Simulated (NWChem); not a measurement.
The numbers come from NWChem runs, not from measurements. System: CHN, charge 1, spin multiplicity 2, at the geometry of a parent with another charge or spin, in a state set for the comparison that need not be this species' ground state. Its SCF solution wasn't tested for a lower state. Level: UHF/aug-cc-pVDZ.

Job file:

```
start mol
memory heap 200 mb stack 900 mb global 1100 mb
charge 1
geometry units angstroms nocenter noautoz
  C      0.000000     0.000000    -0.499780
  N      0.000000     0.000000     0.654003
  H      0.000000     0.000000    -1.579339
  symmetry group C2v
end
basis spherical
  * library aug-cc-pvdz
end
scf
  uhf
  nopen 1
  maxiter 100
  thresh 1e-7
  semidirect memsize 60000000 filesize 0
  # guess.movecs holds the orbitals of an unrestricted PBE0 run
  vectors input guess.movecs output mol.movecs
end
task scf energy
```

Part of the output:

```
             Northwest Computational Chemistry Package (NWChem) 7.3.0
             --------------------------------------------------------

                                NWChem Input Module
                                -------------------

 Scaling coordinates for geometry "geometry" by  1.889725989
 (inverse scale =  0.529177249)

 Turning off AUTOSYM since
 SYMMETRY directive was detected!

                             Geometry "geometry" -> ""
                             -------------------------

 Output coordinates in angstroms (scale by  1.889725989 to convert to a.u.)

  No.       Tag          Charge          X              Y              Z
 ---- ---------------- ---------- -------------- -------------- --------------
    1 C                    6.0000     0.00000000     0.00000000    -0.49978000
    2 N                    7.0000     0.00000000     0.00000000     0.65400300
    3 H                    1.0000     0.00000000     0.00000000    -1.57933900

 Effective nuclear repulsion energy (a.u.)      23.8627895636

            Nuclear Dipole moment (a.u.)
            ----------------------------
        X                 Y               Z
 ---------------- ---------------- ----------------
     0.0000000000     0.0000000000     0.0000037795

      Symmetry information
      --------------------

 Group name             C2v
 Group number             16
 Group order               4
 No. of unique centers     3

      Symmetry unique atoms

     1    2    3


 Summary of "ao basis" -> "" (spherical)
 ------------------------------------------------------------------------------
       Tag                 Description            Shells   Functions and Types
 ---------------- ------------------------------  ------  ---------------------
 *                        aug-cc-pvdz                 on all atoms

 Summary of "ao basis" -> "ao basis" (spherical)
 ------------------------------------------------------------------------------
       Tag                 Description            Shells   Functions and Types
 ---------------- ------------------------------  ------  ---------------------
 C                        aug-cc-pvdz                9       23   4s3p2d
 N                        aug-cc-pvdz                9       23   4s3p2d
 H                        aug-cc-pvdz                5        9   3s2p

                                 NWChem SCF Module
                                 -----------------

  ao basis        = "ao basis"
  functions       =    55
  atoms           =     3
  alpha electrons =     7
  beta  electrons =     6
  charge          =   1.00
  wavefunction    = UHF
  use symmetry    = T
  symmetry adapt  = T

 Summary of "ao basis" -> "ao basis" (spherical)
 ------------------------------------------------------------------------------
       Tag                 Description            Shells   Functions and Types
 ---------------- ------------------------------  ------  ---------------------
 C                        aug-cc-pvdz                9       23   4s3p2d
 N                        aug-cc-pvdz                9       23   4s3p2d
 H                        aug-cc-pvdz                5        9   3s2p

      Symmetry analysis of basis
      --------------------------

        a1         27
        a2          4
        b1         12
        b2         12

 Forming initial guess at       0.0s

   Symmetry analysis of molecular orbitals - initial alpha
   -------------------------------------------------------

[...]
              MO Center=  4.2D-13,  4.3D-16, -2.1D+00, r^2= 8.2D+00
   Bfn.  Coefficient  Atom+Function         Bfn.  Coefficient  Atom+Function
  ----- ------------  ---------------      ----- ------------  ---------------
    49      1.592189  3 H  s                  4     -0.512473  1 C  s
    48      0.490749  3 H  s                  3     -0.466374  1 C  s
    13      0.310812  1 C  pz                27     -0.302228  2 N  s
    10      0.242823  1 C  pz

                     UHF Final Beta Molecular Orbital Analysis
                     -----------------------------------------

 Vector    4  Occ=1.000000D+00  E=-1.150291D+00  Symmetry=a1
              MO Center= -3.5D-16, -3.2D-16, -1.0D+00, r^2= 7.6D-01
   Bfn.  Coefficient  Atom+Function         Bfn.  Coefficient  Atom+Function
  ----- ------------  ---------------      ----- ------------  ---------------
    47     -0.393120  3 H  s                  7      0.359910  1 C  pz
     2     -0.291814  1 C  s                  3     -0.154479  1 C  s
    25      0.151459  2 N  s

 Vector    5  Occ=1.000000D+00  E=-9.400796D-01  Symmetry=a1
              MO Center=  2.3D-16, -4.1D-17,  8.2D-01, r^2= 7.6D-01
   Bfn.  Coefficient  Atom+Function         Bfn.  Coefficient  Atom+Function
  ----- ------------  ---------------      ----- ------------  ---------------
    26      0.541855  2 N  s                 30      0.516835  2 N  pz
    25      0.271556  2 N  s                  7     -0.268296  1 C  pz
    33      0.180385  2 N  pz                 3     -0.171698  1 C  s

 Vector    6  Occ=1.000000D+00  E=-8.737819D-01  Symmetry=b1
              MO Center=  3.8D-16, -2.0D-16,  1.1D-01, r^2= 9.7D-01
   Bfn.  Coefficient  Atom+Function         Bfn.  Coefficient  Atom+Function
  ----- ------------  ---------------      ----- ------------  ---------------
    28      0.447336  2 N  px                 5      0.442533  1 C  px
    31      0.306386  2 N  px                 8      0.164850  1 C  px

 Vector    7  Occ=0.000000D+00  E=-3.960422D-01  Symmetry=b2
              MO Center= -2.7D-16,  2.0D-16, -1.2D-03, r^2= 1.3D+00
   Bfn.  Coefficient  Atom+Function         Bfn.  Coefficient  Atom+Function
  ----- ------------  ---------------      ----- ------------  ---------------
     6      0.412378  1 C  py                29      0.349495  2 N  py
     9      0.284532  1 C  py                32      0.256884  2 N  py

 Vector    8  Occ=0.000000D+00  E=-1.675191D-01  Symmetry=b1
              MO Center= -3.5D-14, -6.8D-17, -3.3D-01, r^2= 2.7D+00
   Bfn.  Coefficient  Atom+Function         Bfn.  Coefficient  Atom+Function
  ----- ------------  ---------------      ----- ------------  ---------------
     8      0.470049  1 C  px                11      0.467970  1 C  px
    34     -0.413537  2 N  px                28     -0.406036  2 N  px
    31     -0.403749  2 N  px                 5      0.395165  1 C  px

 Vector    9  Occ=0.000000D+00  E=-1.245769D-01  Symmetry=a1
              MO Center= -4.4D-14,  9.1D-15, -2.1D+00, r^2= 8.4D+00
   Bfn.  Coefficient  Atom+Function         Bfn.  Coefficient  Atom+Function
  ----- ------------  ---------------      ----- ------------  ---------------
    49      1.622184  3 H  s                  4     -0.520775  1 C  s
    48      0.477369  3 H  s                  3     -0.455745  1 C  s
    13      0.328428  1 C  pz                27     -0.320974  2 N  s
    10      0.240525  1 C  pz

 center of mass
 --------------
 x =   0.00000000 y =   0.00000000 z =   0.10976926

 moments of inertia (a.u.)
 ------------------
          40.743856865309           0.000000000000           0.000000000000
           0.000000000000          40.743856865309           0.000000000000
           0.000000000000           0.000000000000           0.000000000000

  Mulliken analysis of the total density
  --------------------------------------

    Atom       Charge   Shell Charges
 -----------   ------   -------------------------------------------------------
    1 C    6     5.20   2.01  0.76  0.48 -0.01  1.76  0.21  0.01  0.07 -0.09
    2 N    7     7.11   2.01  0.88  1.05  0.02  2.02  1.03 -0.01  0.05  0.06
    3 H    1     0.69   0.66  0.07  0.00  0.04 -0.08

  Mulliken analysis of the alpha density
  --------------------------------------

    Atom       Charge   Shell Charges
 -----------   ------   -------------------------------------------------------
    1 C    6     2.72   1.00  0.38  0.23 -0.01  1.00  0.13  0.00  0.05 -0.06
    2 N    7     3.95   1.00  0.45  0.54  0.01  1.21  0.67 -0.00  0.03  0.04
    3 H    1     0.33   0.32  0.03  0.00  0.02 -0.04

   Mulliken analysis of the beta density
   -------------------------------------

    Atom       Charge   Shell Charges
 -----------   ------   -------------------------------------------------------
    1 C    6     2.48   1.00  0.38  0.25  0.00  0.77  0.08  0.00  0.03 -0.03
    2 N    7     3.16   1.00  0.44  0.51  0.01  0.81  0.37 -0.01  0.02  0.02
    3 H    1     0.36   0.34  0.03  0.00  0.02 -0.04

   Mulliken analysis of the spin density
   -------------------------------------

    Atom       Charge   Shell Charges
 -----------   ------   -------------------------------------------------------
    1 C    6     0.24   0.00  0.00 -0.03 -0.01  0.23  0.05  0.00  0.02 -0.03
    2 N    7     0.79   0.00  0.01  0.03  0.01  0.41  0.30  0.00  0.01  0.02
    3 H    1    -0.02  -0.02 -0.00  0.00  0.00 -0.01

       Multipole analysis of the density wrt the origin
       ------------------------------------------------

     L   x y z        total         alpha         beta         nuclear
     -   - - -        -----         -----         ----         -------
     0   0 0 0      1.000000     -7.000000     -6.000000     14.000000

     1   1 0 0     -0.000000     -0.000000     -0.000000      0.000000
     1   0 1 0      0.000000      0.000000      0.000000      0.000000
     1   0 0 1     -1.374795     -0.930895     -0.443904      0.000004

     2   2 0 0     -7.288646     -3.851769     -3.436877      0.000000
     2   1 1 0     -0.000000      0.000000     -0.000000      0.000000
     2   1 0 1      0.000000      0.000000      0.000000      0.000000
     2   0 2 0     -6.162813     -3.881003     -2.281810      0.000000
     2   0 1 1     -0.000000     -0.000000     -0.000000      0.000000
     2   0 0 2     -3.591986    -14.782530    -13.760595     24.951139

 Task  times  cpu:        0.2s     wall:        0.2s

 Total times  cpu:        0.2s     wall:        0.2s
```
